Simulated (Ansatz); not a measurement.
# CH2N (doublet): from Hartree-Fock to the top rungs, def2-QZVPP

The task here is to estimate one member of a computed series from the others.

The runs use Ansatz 0.2.0, Gaussian basis; def2-QZVPP, core rule «outside noble gas», up to 2 orbitals frozen.

To be run: UHF; ROHF; CCSD(T) on UHF.

2 further runs of the same task are left out: 2 set aside as unsound or not needed.

### The geometry

The geometry is a PBE0/def2-TZVP stationary point (not a proven minimum).

4 atoms, charge 0, spin multiplicity 2.

Atoms are counted from 1 here; the program's logs count them from 0.

Bond lengths: N1–C2 1.237 Å, C2–H3 1.099 Å, C2–H4 1.099 Å. Angles: N1–C2–H3 121.4°, N1–C2–H4 121.4°, H3–C2–H4 117.1°.

Set-up of the first run:

in.yaml

```yaml
crystal:
  periodic: [false, false, false]
  atoms:
    - {symbol: N, position_ang: [0.000000, 0.000000, 0.660040]}
    - {symbol: C, position_ang: [0.000000, 0.000000, -0.576764]}
    - {symbol: H, position_ang: [0.000000, -0.937350, -1.149693]}
    - {symbol: H, position_ang: [0.000000, 0.937349, -1.149693]}
basis:
  gaussian: {orbitals: "def2-QZVPP.json"}
magnetization: {spin_polarized: true, initial_magnetization: 1}
hamiltonian: {xc: hf}
output: {orbitals: {seedname: orbitals}}
```

The run is started by

```
> ansatz run in.yaml --threads 1 --pin off --events-out ev --progress --plain --max-ram 2393MiB
```

Steps of the session up to this table: UHF; ROHF; CCSD(T) on UHF.

One of the session's tables, all rows but one given; the rest of the session is left out.

```
  method  from UCCSD(T) (kJ/mol)
    ROHF                 +1013.6
     UHF                  +986.9
    UMP2                       ?
   UCCSD                   +42.4
UCCSD(T)                       0
```

Q: Estimate the row for UMP2 from the others.

The run gave: from UCCSD(T) (kJ/mol): +118.8. In the column «from UCCSD(T) (kJ/mol)» it lies between UCCSD (+42.4) and UHF (+986.9).
